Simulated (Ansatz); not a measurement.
# BHNS: the cost of one run

Program: Ansatz 0.2.0, Gaussian basis. Level of theory: def2-QZVPP, core rule «outside noble gas», up to 7 orbitals frozen. These are calculated values, not measurements.

To be run: UHF; ROHF; CCSD(T) on UHF.

2 further runs of the same task are left out: 2 set aside as unsound or not needed.

## 1. The geometry

The geometry is a PBE0/def2-TZVP stationary point (not a proven minimum) of the parent state, kept for this charge and spin.

4 atoms, charge 0, spin multiplicity 4.

Atoms are counted from 1 here; the program's logs count them from 0.

Bond lengths: B1–N2 1.256 Å, B1–H4 1.170 Å, N2–S3 1.585 Å. Angles: N2–B1–H4 180.0°, B1–N2–S3 180.0°.

## 2. UHF

The input, in.yaml:

```yaml
crystal:
  periodic: [false, false, false]
  atoms:
    - {symbol: B, position_ang: [0.000000, 0.000000, 0.731700]}
    - {symbol: N, position_ang: [0.000000, 0.000000, -0.524000]}
    - {symbol: S, position_ang: [0.000000, 0.000000, -2.109200]}
    - {symbol: H, position_ang: [0.000000, 0.000000, 1.901500]}
basis:
  gaussian: {orbitals: "def2-QZVPP.json"}
magnetization: {spin_polarized: true, initial_magnetization: 3}
hamiltonian: {xc: hf}
output: {orbitals: {seedname: orbitals}}
```

Started as:

```sh
> ansatz run in.yaml --threads 1 --pin off --events-out ev --progress --plain --max-ram 2393MiB
```

What time and memory should one allow on 1 thread of Arm Neoverse N1, shared host?

About 55 s, with a peak of 0.53 GiB.
